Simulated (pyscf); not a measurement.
**Routes from H₃Si–SiH₂–AsH₂ (SMILES [SiH3][SiH2][AsH2]) + H• (SMILES [H])**

Candidate steps break at most two bonds and form at most two. Each was searched with GFN2-xTB (tblite) first. Optimised with ωB97X-D3(BJ)/def2-SVP in PySCF. Energies: ωB97M-D3(BJ)/def2-TZVP, eV, from the separated reactants, doublet surface; ΔG‡ with ideal gas, 1 atm, RRHO with modes under 100 cm⁻¹ raised to 100, one conformer, R ln 2 for chiral ones without a mode under 150 cm⁻¹.

```csv
products,type,ΔE‡,ΔE,ΔG‡ 298 K,ΔG‡ 900 K,ν‡ (cm⁻¹)
H₃Si–AsH₂ + SiH₃•,substitution at Si,0.15,-0.69,0.45,1.09,543i
•H₂Si–SiH₂–AsH₂ + H₂,hydrogen abstraction,0.20,-0.63,0.42,1.01,903i
```

Plain bond fissions and candidates not yet searched are not listed, and one of them may be faster. Each barrier is that of the saddle found; lower ones may exist. Elements up to Kr have no core potential and no relativistic terms here.
